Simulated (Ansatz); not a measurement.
## Ansatz (development build ahead of 0.2.0) run

```yaml
crystal:
  periodic: [false, false, false]
  atoms:
    - { symbol: "N", position_ang: [0.0, 0.0, 0.0] }
    - { symbol: Al, position_ang: [1.24773, 1.66364, 3.60189] }
basis:
  gaussian: { orbitals: STO-3G }
magnetization:
  initial_magnetization: 2
hamiltonian:
  xc: hf
correlation:
  method: fci
  frozen_orbitals: { Al: 5, "N": 1 }
```

The input is written out in the form of the current development build from the run's settings.

Results

- Converged: yes
- Total energy: -292.60313 hartree
- State: lowest triplet root, of any spatial symmetry
